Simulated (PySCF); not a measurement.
Geometry (Å), atoms numbered from 1 in this order:
```xyz
8

C     0.9872    0.7719   -0.0772
C     0.1410   -0.1013    0.4733
C    -0.9898   -0.6348   -0.3103
O    -1.2779   -0.3954   -1.4357
F    -1.7252   -1.4821    0.4223
H     0.8450    1.0942   -1.1130
H     1.8321    1.1794    0.4828
H     0.2444   -0.4508    1.5032
```

- KT3/pcSseg-2 with gauge-including orbitals
- PBE0-D3(BJ)/def2-SVP geometry
- spin–spin couplings from B3LYP/pcJ-1
- program: PySCF
- one computed conformer, non-relativistic, no solvent

Shifts are taken against calculated references (same method and geometry level): ¹H vs TMS.

The spectrum was simulated from the full spin Hamiltonian at 200 MHz with 1.0 Hz Lorentzian lines, from shifts rounded to 0.01 ppm and J to 0.1 Hz, couplings under 1 Hz left out.

Q: List the maxima of its ¹H spectrum with integrals.

A: 
Maxima in Hz from TMS (height), grouped by integral:
1H: 1392.8 (9), 1389.2 (46), 1385.5 (23), 1379.7 (18), 1377.5 (19), 1371.8 (28), 1368.0 (61), 1364.4 (12), 1357.6 (2)
2H: 1249.5 (18), 1243.6 (9), 1238.1 (42), 1232.2 (58), 1228.2 (50), 1220.5 (100), 1218.7 (63), 1217.8 (60), 1210.2 (16), 1207.3 (5), 1206.4 (7)

Q: Summarise it as multiplets with assignments.

A: ¹H NMR (200 MHz, computed): δ 6.89 (m, 1H, H6), 6.15 (m, 1H, H8), 6.10 (m, 1H, H7). These are first-order names; overlap and second-order distortion can hide them in the list.

Splittings below 1 Hz are ignored in the labels, and close J values are merged. Unscaled 3J(H,H) at this level run about 10 % above measured values.
